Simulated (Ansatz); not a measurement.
# CH3ClF: the cost of one run

Computed with Ansatz 0.2.0. Level: RKS B3LYP-D4/def2-SVPD.

### 1 Reference run: CH3ClF−, relaxed

input.yaml reads:

```yaml
crystal:
  periodic: [false, false, false]
  atoms:
    - { symbol: Cl, position_ang: [-1.673636, -0.601592, 1.134612] }
    - { symbol: C, position_ang: [0.085039, 0.030275, -0.057972] }
    - { symbol: F, position_ang: [1.475948, 0.531022, -0.999023] }
    - { symbol: H, position_ang: [-0.141647, -0.799861, -0.725417] }
    - { symbol: H, position_ang: [-0.423902, 0.983982, -0.190843] }
    - { symbol: H, position_ang: [0.678298, -0.143926, 0.838642] }
total_charge: -1
basis:
  gaussian: { orbitals: def2-SVPD }
hamiltonian:
  xc: { name: B3LYP }
  dispersion: d4
output:
  forces: true
relax:
  f_tol: 0.02
  max_steps: 120
  constraints: [{ distance: [1, 2] }, { distance: [0, 1] }]
  escape_saddle: false
```

On the command line:

```
$ ansatz run input.yaml --threads 1 --pin off --max-ram 2560MiB --backend cpu --events-out ev --progress --plain --runs-dir out
```

Q: Estimate wall time and peak memory on 1 thread of Arm Neoverse V1, shared host.

About 10 s, with a peak of 0.15 GiB.
